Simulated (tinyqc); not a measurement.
Hueckel theory of the pi electrons, for the molecule C=C (SMILES; centres numbered as the heavy atoms are written), step by step. Computed by tinyqc, a small Python program that keeps every step. Settings: charge = 0. Command: `OMP_NUM_THREADS=1 python tinyqc.py 31840 31841 out.jsonl` (the two numbers bound the seeds that draw the settings). One thread of a shared host (Intel(R) Xeon(R) Processor @ 2.60GHz), about 0.01 s of CPU time with the checks.

## The Hueckel matrix

Centres:
```
centre  z_r, pi electrons of the neutral centre         h
1C                                            1  0.000000
2C                                            1  0.000000
```

Bonds:
```
i  j  k
1  2  1
```

H_rr = alpha + h_r beta, H_rs = k_rs beta for bonded centres.

Hueckel matrix in units of beta (H = alpha + beta A), order 1C, 2C:
```
[[0.000000, 1.000000],
 [1.000000, 0.000000]]
```

## Orbitals

pi electrons, sum of z_r less the charge = 2

Diagonalise; E = alpha + x beta with beta < 0, so the largest x are filled first; degenerate levels share their electrons. P = sum n_i c_ri c_si; each orbital has its largest coefficient positive (the first on a tie).

x values: [1.000000, -1.000000]

occupations: [2.000000, 0.000000]

coefficients, order 1C, 2C:
```
[[0.707107, 0.707107],
 [0.707107, -0.707107]]
```

charge and bond-order matrix P, order 1C, 2C:
```
[[1.000000, 1.000000],
 [1.000000, 1.000000]]
```

## Energy, charges, bond orders

E = sum n x; q_r = z_r - P_rr; bond order p = P_rs; free valence = sqrt(3) - sum of p over the bonds of the atom.

pi energy = 2 alpha + this times beta = 2.000000

pi charges: [0.000000, 0.000000]

Bond orders and lengths from R = 1.517 - 0.180 p (angstrom, C-C alone):
```
bond         p         R
1-2   1.000000  1.337000
```

free valence of the carbons: [0.732051, 0.732051]

gap between the highest filled and the next level = 2.000000 |beta|
